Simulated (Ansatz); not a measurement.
`CCC1CO1`, one more setting.

```yaml
crystal:
  periodic: [false, false, false]
  atoms:
    - {symbol: C, position_ang: [-0.948731, 0.991700, 0.887437]}
    - {symbol: C, position_ang: [-0.047369, 0.873713, -0.245614]}
    - {symbol: C, position_ang: [0.878604, -0.281731, -0.145936]}
    - {symbol: C, position_ang: [0.431586, -1.634505, -0.815386]}
    - {symbol: O, position_ang: [1.320674, -0.784098, -1.424419]}
    - {symbol: H, position_ang: [-1.461134, 1.885403, 1.024009]}
    - {symbol: H, position_ang: [-0.244142, 1.064174, 1.745250]}
    - {symbol: H, position_ang: [-1.702728, 0.167838, 1.157508]}
    - {symbol: H, position_ang: [0.664148, 1.737857, -0.570631]}
    - {symbol: H, position_ang: [-0.640544, 0.759813, -1.121142]}
    - {symbol: H, position_ang: [1.521491, -0.415686, 0.530775]}
    - {symbol: H, position_ang: [-0.631850, -1.638937, -1.220494]}
    - {symbol: H, position_ang: [0.699040, -2.388042, -0.481749]}
basis:
  gaussian: {orbitals: def2-mTZVP}
hamiltonian: {xc: {name: PBE0}, dispersion: d3bj}
accuracy: high
```

```sh
$ ansatz run in.yaml --threads 4 --pin off --events-out ev --progress --plain --max-ram 10444MiB
```

Shortened log:

```
Functional definition: PBE0
  name "PBE0"
  cite "Adamo & Barone, J. Chem. Phys. 110, 6158 (1999) doi:10.1063/1.478522"
  cite "Perdew, Burke & Ernzerhof, Phys. Rev. Lett. 77, 3865 (1996) doi:10.1103/PhysRevLett.77.3865"
  parent pbe
  parameter a = 0.25
  parameter kappa = 0.804
  parameter beta = 0.06672455060314922
  exchange = (1 - a)*pbe_x(kappa = kappa, mu = beta*pi^2/3) + a*exact_x
  correlation = pbe_c(beta = beta)
2677 factors; integrals over basis functions are off by at most 3.8e-9 eV
mean field evaluation 1: about -6307.0789 eV, gradient 6.3e1 eV
mean field evaluation 2: about -6305.1226 eV, gradient 6.8e1 eV
mean field evaluation 4: about -6315.9357 eV, gradient 3.3e0 eV
mean field evaluation 8: about -6316.2177 eV, gradient 3.4e-1 eV
mean field evaluation 16: about -6316.2180 eV, gradient 5.5e-5 eV
mean field -6316.21796561 eV, -232.1167289498 hartree, gradient 4.4e-8 eV, S^2 0.000000; 0 other end points of the search recorded, 0 dependent functions left out
reference -6316.21796861 eV, -232.1167290602 hartree; 20, 20 occupied and 104, 104 virtual orbitals, 2677 factors
Total energy: -6316.41475747 eV, -232.1239609174 hartree
```

Run time 2 s (4 threads of an Intel Xeon 6975P-C on a shared host); peak host memory 0.56 GiB.
